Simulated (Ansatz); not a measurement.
One arrangement of a pair

The pair of HCl (SMILES Cl, atoms 1–2) and N$_{2}$ (SMILES N#N, atoms 3–4), both closed shells, in one local arrangement (a lower one may exist), relaxed at PBE0-D4/def2-TZVP:

Cl1  (-0.003, 0.174, -2.392)
H2  (0.000, 0.080, -1.114)
N3  (0.002, -0.088, 1.210)
N4  (0.002, -0.166, 2.296)
(Å)

Ansatz 0.2.0; basis: def2-TZVPPD, with def2-QZVPPD for the basis limit; cores frozen in the correlated methods. B3LYP uses VWN-RPA correlation. Extrapolation: Hartree–Fock as exp(−7.88 √X), correlation as X^−2.97. Interaction energies count from these two fragments, frozen as in the pair, with the counterpoise correction; negative means bound.

(1) What is the interaction energy by CCSD(T) at an estimated basis limit (MP2 extrapolated from triple and quadruple zeta, plus CCSD(T) − MP2 in triple zeta)? (To be estimated.)

(2) Which atoms make the shortest contact between the fragments?

No T1 diagnostic of these runs exceeds 0.014.

Answers

(1) The calculation gives: -5.4 kJ/mol. Hartree–Fock alone gives -0.1 kJ/mol at the basis limit. It counts from the two fragments frozen as in the pair.

The same quantity by other methods in triple zeta, and each one's difference from that estimate:
| method | E_int (kJ/mol) | difference |
| --- | --- | --- |
| PBE-D4 | -6.6 | -1.3 |
| revPBE-D4 | -4.8 | 0.5 |
| BLYP-D4 | -5.0 | 0.4 |
| r2SCAN-D4 | -4.5 | 0.9 |
| B97M-V | -5.8 | -0.4 |
| PBE0-D4 | -5.8 | -0.4 |
| B3LYP-D4 | -5.2 | 0.1 |
| HSE06-D4 | -5.8 | -0.5 |
| wB97X-V | -5.0 | 0.3 |
| wB97M-V | -4.7 | 0.7 |
| B2PLYP | -4.2 | 1.1 |
| HF | 0.0 | 5.3 |
| MP2 | -5.8 | -0.5 |
| CCSD | -4.0 | 1.4 |
| CCSD(T) | -4.8 | 0.6 |
Differences are method less estimate.

(2) H2 and N3, 2.33 Å apart.

Basis-set superposition shift (counterpoise-corrected less uncorrected): CCSD(T) 1.7; MP2 1.7; HF 0.2; PBE0-D4 0.4; wB97M-V 0.3 kJ/mol.

For scale, one of the runs: CCSD(T)/def2-TZVPPD, 142 basis functions, launched by `ansatz run in.yaml --threads 2 --pin off --events-out ev --progress --plain --max-ram 5222MiB`. Hardware: 2 CPU threads of an Arm Neoverse V1, shared host. Wall time 7.5 s; peak host memory 0.6 GiB.
